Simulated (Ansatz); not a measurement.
Born–Oppenheimer molecular dynamics of C₂H₂ (4 atoms, charge 0, multiplicity 1). It starts from a relaxed structure.

All numbers below come from UKS PBE0-D4/6-31G* (Ansatz).

```
ensemble                      : NVE (velocity Verlet)
time step                     : 1 fs
steps asked                   : 400
starting velocities drawn for : 1000 K
seed                          : 571591
```

First frame:

```xyz
4
Properties=species:S:1:pos:R:3
C 0.157 -0.545 0.201
C -0.158 0.545 -0.201
H 0.434 -1.512 0.559
H -0.433 1.512 -0.559
```

Question: How far do the bonds stretch over the last three quarters of this one trajectory? (Pairs bonded in most of those frames.)

Answer: 
| bond | mean (Å) | spread (Å) | shortest | longest |
| --- | --- | --- | --- | --- |
| C1–C2 | 1.210 | 0.021 | 1.17 | 1.25 |
| C1–H3 | 1.071 | 0.024 | 1.03 | 1.13 |
| C2–H4 | 1.072 | 0.020 | 1.02 | 1.12 |

Mean temperature of the second half: 507 K. The conserved energy stayed within 1.4 meV per atom of its start (net change 0.2 meV per atom), so the integration is sound. Over the second half the temperature averaged 0.51 of the 1000 K drawn at the start: a run that starts near a minimum puts about half its kinetic energy into the potential. A run of 0.4 ps of so small a system gives no equilibrium averages.

The run took 2.9 min on 1 thread of Intel(R) Xeon(R) 6975P-C (Granite Rapids) (shared host), peak memory 0.11 GiB.
